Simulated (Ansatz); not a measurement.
Total energies of the cluster Si2H4 (the lowest singlet isomer of a short search) from Ansatz at PBE-D4/def2-TZVPD, gas phase (1 Eh = 27.2114 eV = 2625.5 kJ/mol). The reference geometry is relaxed at PBE-D4/def2-TZVP.

| atom | x (Å) | y (Å) | z (Å) |
| --- | --- | --- | --- |
| Si1 | -0.068 | 0.096 | -1.081 |
| Si2 | 0.068 | -0.095 | 1.080 |
| H3 | -1.122 | -0.597 | 1.832 |
| H4 | 1.122 | 0.596 | -1.832 |
| H5 | 0.826 | 0.939 | 1.845 |
| H6 | -0.827 | -0.938 | -1.845 |

| state | geometry | energy (Eh) |
| --- | --- | --- |
| charge 0 singlet | reference | -581.03327 |
| charge -1 doublet | reference | -581.05370 |
| charge -1 doublet | relaxed at PBE-D4/def2-TZVPD | -581.07984 |
| free Si atom (triplet) | – | -289.22297 |
| free H atom (doublet) | – | -0.49962 |

**Question.** Work out the vertical electron affinity, to the doublet.

**Answer.** E(charge 0 singlet) − E(charge -1 doublet) = -581.03327 − (-581.05370) = 0.02043 Eh = 0.56 eV.

**Question.** How much does the charge -1 doublet relax, and what is the adiabatic electron affinity?

**Answer.** Relaxation: -581.05370 − (-581.07984) = 0.02614 Eh = 0.71 eV. Adiabatic electron affinity: 0.04657 Eh = 1.27 eV, without zero-point energy. 

**Question.** What is the binding energy per atom against free atoms?

**Answer.** Atoms: 2 × (-289.22297) + 4 × (-0.49962) = -580.44442 Eh. Binding: -580.44442 − (-581.03327) = 0.58885 Eh = 16.02 eV, or 2.67 eV for each of 6 atoms (no zero-point energy, no counterpoise term).

The restricted singlet is unstable towards broken spin symmetry in Hartree–Fock (as tested in another run); at PBE-D4/def2-TZVPD this wasn't settled. At PBE-D4/def2-TZVPD the highest occupied level of the charge -1 doublet lies above zero (up to 1.92 eV). By energy differences its removal costs 0.56 eV (vertical, to the charge 0 singlet, at PBE-D4/def2-TZVPD); a positive level beside a positive removal energy at the same level points to self-interaction error. At PBE-D4/def2-TZVPD the highest occupied level of the relaxed charge -1 doublet lies above zero (up to 0.80 eV). By energy differences its removal costs 1.27 eV (each at its own geometry, to the charge 0 singlet, at PBE-D4/def2-TZVPD); the vertical value is larger still, so the positive level points to self-interaction error. 

The structure comes from a short search, and lower isomers may exist.
